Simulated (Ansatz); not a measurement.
# CH₃Al (triplet): the correlation ladder, cc-pVDZ

One table from this session's results is given with a row withheld; the runs are named, their logs left out.

Computed with Ansatz 0.2.0, Gaussian basis. Level: cc-pVDZ, core rule «outside noble gas», up to 6 orbitals frozen.

Plan: UHF; CCSD(T) on ROHF; CCSD(T) on UHF; BCCD(T) on ROHF; CISD; CCSDT(Q) on ROHF; CCSDT(Q) on UHF.

10 further runs of the same task are left out: 6 for a known fault of the program, 4 set aside as unsound or not needed.

### The system

The geometry is a PBE0/def2-TZVP stationary point (not a proven minimum) of the parent state, kept for this charge and spin.

5 atoms, charge 0, spin multiplicity 3.

Atoms are counted from 1 here; the program's logs count them from 0.

Bond lengths: Al1–C2 1.988 Å, C2–H3 1.098 Å, C2–H4 1.098 Å, C2–H5 1.098 Å. Angles: Al1–C2–H3 111.8°, Al1–C2–H4 111.8°, Al1–C2–H5 111.8°, H3–C2–H4 107.0°, H3–C2–H5 107.0°, H4–C2–H5 107.0°.

Coordinates:

```xyz
5
charge 0, multiplicity 3
Al   -0.74076    0.00643    0.00500
C     1.24738   -0.01083   -0.00842
H     1.64628   -1.03383   -0.00613
H     1.66552    0.49967    0.86919
H     1.65352    0.49103   -0.89658
```

The first run:

in.yaml reads:

```yaml
crystal:
  periodic: [false, false, false]
  atoms:
    - {symbol: Al, position_ang: [-0.740755, 0.006434, 0.005001]}
    - {symbol: C, position_ang: [1.247385, -0.010835, -0.008422]}
    - {symbol: H, position_ang: [1.646285, -1.033829, -0.006127]}
    - {symbol: H, position_ang: [1.665515, 0.499669, 0.869187]}
    - {symbol: H, position_ang: [1.653518, 0.491031, -0.896583]}
basis:
  gaussian: {orbitals: cc-pVDZ}
magnetization: {spin_polarized: true, initial_magnetization: 2}
hamiltonian: {xc: hf}
output: {orbitals: {seedname: orbitals}}
```

On the command line:

```
$ ansatz run in.yaml --threads 1 --pin off --events-out ev --progress --plain --max-ram 2816MiB --backend cpu
```

Among the steps run: UHF; CCSD(T) on ROHF; CCSD(T) on UHF; BCCD(T) on ROHF; CISD; CCSDT(Q) on ROHF; CCSDT(Q) on UHF.

One table of the session follows, with a row left open; its other results are not shown here.

It belongs to the step «Misses and costs». 

```
   method  from UCCSDT(Q) (meV)
     ROHF               +5802.2
      UHF               +5759.6
     RMP2                +906.4
     UMP2                +898.9
     CISD                +543.6
    RCCSD                +195.8
    UCCSD                +192.4
 RCCSD(T)                 +31.4
 UCCSD(T)                 +30.9
  BCCD(T)                 +31.5
   RCCSDT                 +10.3
   UCCSDT                  +9.7
RCCSDT(Q)                     ?
UCCSDT(Q)                     0
```

Q: Estimate the row for RCCSDT(Q) from the others.

As computed: from UCCSDT(Q) (meV): +0.8. In the column «from UCCSDT(Q) (meV)» it lies between UCCSDT(Q) (0) and UCCSDT (+9.7).

Limits of these values: Restricted and unrestricted rows rest on different reference determinants; where their highest levels disagree by more than a few hundredths of an eV, they describe different states and don't form one ladder.
